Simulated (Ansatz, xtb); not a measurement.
## A geometry optimisation of CH5BN+ with r2SCAN-D4/def2-SVP

The starting geometry of this gas-phase singlet was built from a drawn formula by distance geometry and a force field; its bonds are those of `[BH2-]1[CH+][NH2+]1`.

```xyz
8

C    -0.2771   -1.5907   -0.1601
B     0.5937   -1.4116   -1.4211
N     0.5365   -0.3721   -0.4188
H    -0.0399   -1.1888   -2.4309
H     1.6182   -2.0108   -1.4497
H    -0.9529   -2.1925    0.5011
H     1.3375   -0.3116    0.2224
H    -0.1864    0.4239   -0.5831
```

Q: Where would you expect an optimisation with r2SCAN-D4/def2-SVP to take it?

A: A bond breaks, leaving `BC=[NH2+]`. Distances that change by over a tenth: C1–N3 (1.49 → 1.29 Å). Contacts that open: B2–N3 (1.45 → 2.58 Å).

The energy falls by 3.43 eV over 24 steps:

```tsv
step	E − E(last) (eV)
1	3.428
4	2.230
6	2.223
9	2.182
11	1.906
14	0.576
16	0.165
19	0.005
21	0.001
24	0.000
```

Final geometry (Å):

```xyz
8

C     0.0097   -1.2167   -0.4590
B     0.6198   -1.9375   -1.6909
N     0.3064   -0.0758    0.0655
H     0.1125   -1.7617   -2.7666
H     1.5261   -2.7071   -1.5128
H    -0.8052   -1.7679    0.0461
H     1.0425    0.5272   -0.3119
H    -0.1822    0.2853    0.8894
```

From the same start GFN2-xTB reaches the same bonding as this run.

No frequencies were run, so the end isn't proven a minimum. Run with Ansatz 0.2.0, 30 s on 2 threads of Arm Neoverse V1, on a shared host.
